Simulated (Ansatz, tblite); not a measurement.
# The cluster FeF₃: a ladder of methods and basis sets

How do method and basis change the picture of the cluster FeF₃ (doublet)?

Method: as each input shows; program: Ansatz 0.2.0, Gaussian basis.

The runs, in order: GFN1-xTB, GFN2-xTB, PBE-D4/def2-TZVP, r2SCAN-D4/def2-TZVP, r2SCANh-D4/def2-TZVP, HF/def2-TZVP, revPBE-D4/def2-TZVP, LDA/def2-TZVP, PBE-QIDH/def2-TZVP, PBE-D4/def2-SVP, PBE0-D4/def2-SVP, HF/STO-3G, HF/6-31G, B3LYP-D4/6-31G, PBE0-D4/def2-TZVPD, PBE-D4/def2-TZVPD, r2SCAN-D4/def2-TZVPD, RPA/def2-TZVP.

2 further runs of the same task are left out: 1 for a known fault of the program, 1 set aside as unsound or not needed. Runs told in other sessions of the task aren't counted.

**1. The relaxed structure**

The doublet was relaxed beforehand with PBE-D4/def2-TZVP. At that level it is the lowest of the isomers that a small search found.

4 atoms, charge 0, spin multiplicity 2.

Bond lengths: Fe1–F2 1.716 Å, Fe1–F3 1.715 Å, Fe1–F4 1.716 Å. Angles: F2–Fe1–F3 112.1°, F2–Fe1–F4 136.0°, F3–Fe1–F4 112.0°.

No spin-orbit coupling is included.

PBE0-D4/def2-TZVP was run before; its log isn't repeated, and its numbers join the tables.

**2. GFN1-xTB**

Tight binding, by tblite at 300 K electronic temperature and without a spin-polarisation term:

```python
tblite.interface.Calculator('GFN1-xTB', numbers, positions, charge=0, uhf=1).singlepoint()
```

Energy -498.7153 eV; 0.003 s.

**3. GFN2-xTB**

Tight binding, by tblite at 300 K electronic temperature and without a spin-polarisation term:

```python
tblite.interface.Calculator('GFN2-xTB', numbers, positions, charge=0, uhf=1).singlepoint()
```

Energy -476.0617 eV; 0.002 s.

**4. PBE-D4/def2-TZVP**

start.molden holds the orbitals of an earlier run on this state, given as this run's starting guess.

in.yaml reads:

```yaml
crystal:
  periodic: [false, false, false]
  atoms:
    - {symbol: Fe, position_ang: [-0.023002, -0.085383, 0.060350]}
    - {symbol: F, position_ang: [-0.400860, 0.343796, 1.678005]}
    - {symbol: F, position_ang: [0.338911, 1.286411, -0.903021]}
    - {symbol: F, position_ang: [0.084952, -1.544823, -0.835333]}
basis:
  gaussian: {orbitals: def2-TZVP, initial_orbitals: start.molden}
magnetization: {spin_polarized: true, initial_magnetization: 1}
hamiltonian: {xc: pbe, dispersion: d4}
scf: {omitted_lower_state_checks: [starts]}
output: {orbitals: {seedname: orbitals}}
```

Launch:

```
ansatz run in.yaml --threads 4 --pin off --events-out ev --progress --plain --max-ram 3916MiB
```

Further steps of the session: r2SCAN-D4/def2-TZVP; r2SCANh-D4/def2-TZVP; HF/def2-TZVP; revPBE-D4/def2-TZVP; LDA/def2-TZVP; PBE-QIDH/def2-TZVP; PBE-D4/def2-SVP; PBE0-D4/def2-SVP; HF/STO-3G; HF/6-31G; B3LYP-D4/6-31G; PBE0-D4/def2-TZVPD; PBE-D4/def2-TZVPD; r2SCAN-D4/def2-TZVPD; RPA/def2-TZVP.

Before running them: what should the planned runs give, taken together? Wanted: gap in def2-TZVP, named functionals and Hartree-Fock, smallest and largest; binding an atom, functionals in def2-TZVP; ⟨S²⟩ in def2-TZVP, named functionals and Hartree-Fock, smallest and largest; PBE0 total energy, smallest basis above largest.

The runs gave:

| quantity | value |
| --- | --- |
| gap in def2-TZVP, named functionals and Hartree-Fock, smallest and largest | 0.14 eV (LDA), 16.53 eV (HF) |
| binding an atom, functionals in def2-TZVP | 2.68 (PBE-QIDH) to 4.01 eV (LDA) |
| ⟨S²⟩ in def2-TZVP, named functionals and Hartree-Fock, smallest and largest | 1.830, 2.517 |
| PBE0 total energy, smallest basis above largest | 15.36 eV (def2-SVP, def2-TZVPD) |

Orbital gaps of the named functionals and Hartree-Fock in def2-TZVP span 0.14 eV (LDA) to 16.53 eV (HF); exact exchange widens it. Over the named functionals and Hartree-Fock in def2-TZVP spin contamination reaches 1.77 (HF), and every level is far from pure, so all describe a mixture with higher spin.
